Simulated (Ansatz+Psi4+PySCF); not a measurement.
**singlet H2O: levels of theory in one basis**

```
atom   x (Å)    y (Å)    z (Å)
   O  0.0000   0.0000   0.1193
   H  0.0000   0.7632  -0.4770
   H  0.0000  -0.7632  -0.4770
```

Basis set: cc-pVTZ (spherical functions). Correlated methods keep 1 orbital frozen. Charge 0, multiplicity 1.

Computed with Ansatz (development build ahead of 0.2.0) and Psi4 1.11; each method stands on the lowest determinant of its kind that the runs found.

```
  method  E − E(RHF) (eV)  <S²> of the determinant
     RHF             0.00                     0.00
 RHF-MP2            -7.14                        –
RHF-CCSD            -7.30                        –
```

Task: What does RHF-CCSD(T) give on the same scale?

Result: -7.51 eV.
